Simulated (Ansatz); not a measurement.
RbFe$_{2}$As$_{2}$: experiment and calculation

**Experimental background.**

From “Quantum criticality in AFe2As2 with A = K, Rb, and Cs suppresses superconductivity”, 2015, arxiv:1510.01857, for a bulk crystal of RbFe2As2 at 300 K: lattice constant a 3.872 ± 0.004 Å; lattice constant c 14.46 ± 0.05 Å.

The runs below are set against these values where they give the same quantity.

Level of theory: Ansatz, DFT PBEsol, scalar-relativistic, plane waves, PAW.

Plane waves to 420 eV, a k mesh through Γ of 14×14×14 on the computed 5-atom cell and Gaussian smearing (0.10 eV); collinear spin from starting moments 0 0.9 0.9 0 0 μB.

Relaxed structure, symmetry kept:

Space group I4/mmm (No. 139). a = 3.687 Å, b = 3.687 Å, c = 14.520 Å, α = 90.00°, β = 90.00°, γ = 90.00°
```csv
atom,site,symmetry,x,y,z
Rb,2a,4/mmm,0.0000,0.0000,0.0000
Fe,4d,-4m2,0.0000,0.5000,0.2500
As,4e,4mm,0.0000,0.0000,0.3456
```

```
Space group                                                       : I4/mmm (No. 139)
Volume per atom                                                   : 19.74 Å³
Formation energy from the elements' standard states (uncorrected) : -0.303 eV/atom
Kohn–Sham band gap                                                : none (metal)
Density of states at the Fermi level                              : 3.57 states/eV per cell
Löwdin character within 0.5 eV of the Fermi level                 : Fe 3d 84 %, As 4p 11 %
Bader charges (e)                                                 : Rb (1 in the cell) 0.72, Fe (2 in the cell) 0.20, As (2 in the cell) -0.56
Total moment                                                      : 1.43 μB per cell
Site moments (μB; atoms counted from 1 over the whole cell)       : Fe (atom 2) 0.82, Fe (atom 3) 0.82, As (atom 4) -0.05, As (atom 5) -0.05
```

Only parallel moments were tried here.

Only this magnetic start was tried.

Measured lattice constant a of RbFe2As2: 3.872 Å (300 K; the paper above). This calculation gives 3.687 Å (-4.8 %). 2 values of this kind are on record (3.871 to 3.872 Å); this one was drawn at random, those with a stated uncertainty first. Measured lattice constant c of RbFe2As2: 14.46 Å (300 K; the paper above). This calculation gives 14.520 Å (+0.4 %). 2 values of this kind are on record (14.46 to 14.464 Å); this one was drawn at random, those with a stated uncertainty first. The calculation is for 0 K without zero-point motion.

Cost: 1 run of about 18 core-minutes, on AMD EPYC (Zen 3) (shared hosts).